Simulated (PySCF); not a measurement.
Species: C3H3FO.
Geometry (PBE0-D3(BJ)/def2-SVP, Å), atoms numbered from 1 in this order:
```
atom  x, y, z in Å
C1     0.9872    0.7719   -0.0772
C2     0.1410   -0.1013    0.4733
C3    -0.9898   -0.6348   -0.3103
O4    -1.2779   -0.3954   -1.4357
F5    -1.7252   -1.4821    0.4223
H6     0.8450    1.0942   -1.1130
H7     1.8321    1.1794    0.4828
H8     0.2444   -0.4508    1.5032
```

The closed-shell ground state was solved at several levels (PySCF, density fitting, gas phase, non-relativistic).

```json
{"level": "PBE0/aug-cc-pVDZ", "basis functions": "142", "HOMO (eV)": "-8.84", "LUMO (eV)": "-2.13", "gap (eV)": "6.71", "dipole (D)": "3.26"}
{"level": "PBE0/cc-pVTZ", "basis functions": "192", "HOMO (eV)": "-8.80", "LUMO (eV)": "-2.01", "gap (eV)": "6.79", "dipole (D)": "3.17"}
{"level": "PBE0/cc-pVDZ", "basis functions": "85", "HOMO (eV)": "-8.66", "LUMO (eV)": "-1.80", "gap (eV)": "6.86", "dipole (D)": "3.01"}
{"level": "PBE0/pcSseg-0", "basis functions": "51", "HOMO (eV)": "-9.04", "LUMO (eV)": "-2.08", "gap (eV)": "6.96", "dipole (D)": "3.38"}
{"level": "B97-2/pcJ-1", "basis functions": "165", "HOMO (eV)": "-8.60", "LUMO (eV)": "-2.12", "gap (eV)": "6.48", "dipole (D)": "3.27"}
{"level": "HF/pcJ-1", "basis functions": "165", "HOMO (eV)": "-11.37", "LUMO (eV)": "1.84", "gap (eV)": "13.21", "dipole (D)": "3.76"}
{"level": "KT2/pcJ-1", "basis functions": "165", "HOMO (eV)": "-7.46", "LUMO (eV)": "-2.96", "gap (eV)": "4.50", "dipole (D)": "3.12"}
{"level": "PBE/pcJ-1", "basis functions": "165", "HOMO (eV)": "-7.28", "LUMO (eV)": "-3.01", "gap (eV)": "4.27", "dipole (D)": "3.06"}
{"level": "CAM-B3LYP/pcJ-1", "basis functions": "165", "HOMO (eV)": "-10.19", "LUMO (eV)": "-0.87", "gap (eV)": "9.32", "dipole (D)": "3.29"}
{"level": "LDA/pcJ-1", "basis functions": "165", "HOMO (eV)": "-7.54", "LUMO (eV)": "-3.30", "gap (eV)": "4.24", "dipole (D)": "3.16"}
{"level": "PBE0/IGLO-III", "basis functions": "205", "HOMO (eV)": "-8.85", "LUMO (eV)": "-2.13", "gap (eV)": "6.72", "dipole (D)": "3.26"}
```

Question: What might PBE0/pcJ-1 (165 basis functions) give for the same quantities?

Answer: HOMO -8.87 eV, LUMO -2.06 eV, gap 6.81 eV, dipole 3.27 D.

Question: Over all these levels, which gives the widest orbital gap and which the narrowest?

Answer: HF/pcJ-1 (Hartree–Fock, all exact exchange) has the widest, 13.21 eV, and LDA/pcJ-1 (LDA) the narrowest, 4.24 eV. The two share the basis. From the narrowest to the widest the HOMO moves by -3.83 eV and the LUMO by +5.14 eV.

Question: How much does the basis alone move the frontier levels among the 6 PBE0 rows (the withheld one included)?

Answer: The HOMO by 0.38 eV and the LUMO by 0.33 eV. By rising basis size (HOMO, LUMO in eV): pcSseg-0 -9.04, -2.08; cc-pVDZ -8.66, -1.80; aug-cc-pVDZ -8.84, -2.13; pcJ-1 -8.87, -2.06; cc-pVTZ -8.80, -2.01; IGLO-III -8.85, -2.13.

Question: In the pcJ-1 basis, how does the gap go with the fixed share of exact exchange?

Answer: LDA (0 %) 4.24 eV; PBE (0 %) 4.27 eV; KT2 (0 %) 4.50 eV; B97-2 (21 %) 6.48 eV; PBE0 (25 %) 6.81 eV; HF (100 %) 13.21 eV. Each rise in the share widens the gap here.

Question: How far do the dipole and the HOMO energy spread over the levels?

Answer: The dipole runs from 3.01 to 3.76 D (mean 3.25 D) and the HOMO from -11.37 to -7.28 eV.

One conformer stands for the species.
